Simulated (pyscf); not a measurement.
H₂Ga–AsH₂ (SMILES [GaH2][AsH2]) + SiH₄ (SMILES [SiH4]) -> H₃Si–GaH–AsH₂ (SMILES [SiH3][GaH][AsH2]) + H₂ (SMILES [H][H]) (four-centre exchange; singlet surface; Ga–H, H–Si broken, Ga–Si, H–H formed). Optimised with ωB97X-D3(BJ)/def2-SVP in PySCF. Energies in kcal/mol from the separated reactants.

| level | barrier | reaction energy |
|---|---|---|
| ωB97X-D3(BJ)/def2-TZVP | 26.2 | -2.9 |
| PBE/def2-TZVP | 21.2 | -2.0 |
| B3LYP-D3(BJ)/def2-TZVP | 27.9 | -0.4 |
| PBE0-D3(BJ)/def2-TZVP | (withheld) | (withheld) |
| ωB97M-D3(BJ)/def2-TZVP | 30.2 | +1.6 |
| HF/def2-TZVP | (withheld) | +7.6 |

Task: Fill in the missing entries.

Result: 
- PBE0-D3(BJ)/def2-TZVP, barrier: 22.5
- PBE0-D3(BJ)/def2-TZVP, reaction energy: -1.7
- HF/def2-TZVP, barrier: 53.3

The functionals in the table span 9.0 kcal/mol in this barrier, from PBE to ωB97M-D3(BJ)/def2-TZVP. On the reactant side the descent ends in a complex, 6.4 kcal/mol under the separated species and 32.6 kcal/mol under the saddle at ωB97X-D3(BJ)/def2-TZVP. At the saddle there is also a short Ga–H contact that neither side keeps. One saddle was located; it need not be the lowest between these sides. Elements up to Kr have no core potential and no relativistic terms here.
